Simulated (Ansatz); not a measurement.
# HN2Si: the cost of one run

Program: Ansatz 0.2.0, Gaussian basis. Level of theory: def2-QZVPP, core rule «outside noble gas», up to 7 orbitals frozen. These are calculated values, not measurements.

Plan: UHF; ROHF; CCSD(T) on UHF.

### Step 1. The system

The geometry is a PBE0/def2-TZVP stationary point (not a proven minimum) of the parent state, kept for this charge and spin.

4 atoms, charge 1, spin multiplicity 5.

Atoms are counted from 1 here; the program's logs count them from 0.

Bond lengths: N1–Si2 1.697 Å, Si2–N3 1.697 Å, Si2–H4 1.480 Å. Angles: N1–Si2–N3 124.0°, N1–Si2–H4 118.0°, N3–Si2–H4 118.0°.

### Step 2. UHF

File in.yaml:

```yaml
crystal:
  periodic: [false, false, false]
  atoms:
    - {symbol: N, position_ang: [0.000000, -0.431982, 1.498918]}
    - {symbol: Si, position_ang: [0.000000, 0.364687, 0.000000]}
    - {symbol: N, position_ang: [0.000000, -0.431982, -1.498918]}
    - {symbol: H, position_ang: [0.000000, 1.844223, 0.000000]}
basis:
  gaussian: {orbitals: "def2-QZVPP.json"}
total_charge: 1
magnetization: {spin_polarized: true, initial_magnetization: 4}
hamiltonian: {xc: hf}
output: {orbitals: {seedname: orbitals}}
```

Launch:

```bash
> ansatz run in.yaml --threads 1 --pin off --events-out ev --progress --plain --max-ram 2393MiB
```

What time and memory should one allow on 1 thread of Arm Neoverse V1, shared host?

About 22 s, with a peak of 0.49 GiB.
